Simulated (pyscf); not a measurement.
Single points on ωB97X-D3(BJ)/def2-SVP structures (PySCF, gas phase).

**Question.** For `[OH][B]([Cl])[Cl]` + `[SiH4]` → `[OH][BH][Cl]` + `[SiH3][Cl]`, a four-centre exchange (singlet surface; B–Cl, H–Si broken, B–H, Cl–Si formed), PBE/def2-TZVP gives ΔE‡ = 117.6 kJ/mol and ΔE = -12.8 kJ/mol (zero: the separated reactants). In which direction and how far do B3LYP-D3(BJ)/def2-TZVP, M06-2X/def2-TZVP, ωB97M-D3(BJ)/def2-TZVP move these?

**Answer.** B3LYP-D3(BJ): ΔE‡ = 132.1 kJ/mol, ΔE = -17.8 kJ/mol; M06-2X: ΔE‡ = 123.7 kJ/mol, ΔE = -22.1 kJ/mol; ωB97M-D3(BJ): ΔE‡ = 129.1 kJ/mol, ΔE = -17.3 kJ/mol. PBE's barrier lies under all of them, by 6.1 to 14.5 kJ/mol. Its reaction energy lies over all of them, by 4.4 to 9.3 kJ/mol. The same reactants have a lower exit, to HO–SiH₃ + Cl–BH–Cl (barrier +92.6 kJ/mol at ωB97M-D3(BJ)/def2-TZVP, against +129.1 kJ/mol here). This is the saddle that the search found; another between the same sides may lie lower.
